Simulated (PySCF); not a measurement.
Ligands exchanged one at a time, Al H-F. All species are isolated molecules in the gas phase. Strings in code marks are SMILES.

The S1–T1 gap (TDA) from two functionals at the same geometries (CAM-B3LYP-D3(BJ)/def2-TZVP), both in PySCF: PBE-D3(BJ)/def2-TZVP and CAM-B3LYP-D3(BJ)/def2-TZVP. Excitations are Tamm–Dancoff values on a coarser integration grid. The basis has no diffuse functions, so Rydberg states are missing or too high.

```csv
species,PBE-D3(BJ)/def2-TZVP (eV)
1 of 3 H replaced by F,0.48
2 of 3 H replaced by F (`[F][AlH][F]`),0.88
3 of 3 H replaced by F (`[F][Al]([F])[F]`),0.20
```

Question: What does CAM-B3LYP-D3(BJ)/def2-TZVP give for each?

Answer: 
- 1 of 3 H replaced by F: 0.53
- 2 of 3 H replaced by F (`[F][AlH][F]`): 1.03
- 3 of 3 H replaced by F (`[F][Al]([F])[F]`): 0.27
Over these rows, drawn at random from the members with no instability flagged (it was tested for open shells, ions and some series alone), PBE minus CAM-B3LYP-D3(BJ): mean -0.09 eV, from -0.15 eV to -0.05 eV.
